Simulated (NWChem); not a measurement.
# CH3 cation

```xyz
4

C      0.0000     0.0000     0.0000
H      0.7807     0.7807     0.0000
H      0.2858    -1.0664     0.0000
H     -1.0664     0.2858     0.0000
```
Atoms are numbered in this order, from 1.

All runs: NWChem. Structure relaxed at the PBE0/def2-SVP level. B3LYP is NWChem's, with the RPA form of VWN correlation. Atomic charges in e: unrestrained fits to the electrostatic potential beside Mulliken populations; the two definitions need not agree.

Task: What does the run give for B3LYP/def2-SVP? Quantities: ESP C1; Mulliken C1; relative RMS misfit of the potential (%).

Result: ESP C1: 0.53
Mulliken C1: 0.30
relative RMS misfit of the potential (%): 2
